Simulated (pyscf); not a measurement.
PySCF, gas phase, ωB97X-D3(BJ)/def2-SVP geometries.

Problem. For CH₄ + HO–Si(OH)(OH)–OH → H₃C–Si(OH)(OH)–OH + H₂O, a four-centre exchange (singlet surface; C–H, O–Si broken, C–Si, H–O formed), PBE/def2-TZVP gives ΔE‡ = 58.7 kcal/mol and ΔE = +27.5 kcal/mol (zero: the separated reactants). In which direction and how far do B3LYP-D3(BJ)/def2-TZVP, M06-2X/def2-TZVP, ωB97M-D3(BJ)/def2-TZVP move these?

Solution. B3LYP-D3(BJ): ΔE‡ = 66.6 kcal/mol, ΔE = +29.3 kcal/mol; M06-2X: ΔE‡ = 66.0 kcal/mol, ΔE = +31.2 kcal/mol; ωB97M-D3(BJ): ΔE‡ = 64.8 kcal/mol, ΔE = +28.8 kcal/mol. PBE's barrier lies under all of them, by 6.1 to 7.9 kcal/mol. Its reaction energy lies under all of them, by 1.4 to 3.8 kcal/mol. Low barriers are usual for a GGA, whose delocalisation error favours stretched bonds. On the product side the descent ends in a bound adduct, 9.3 kcal/mol under the separated species and 46.1 kcal/mol under the saddle at ωB97X-D3(BJ)/def2-TZVP. One saddle was located; it need not be the lowest between these sides.
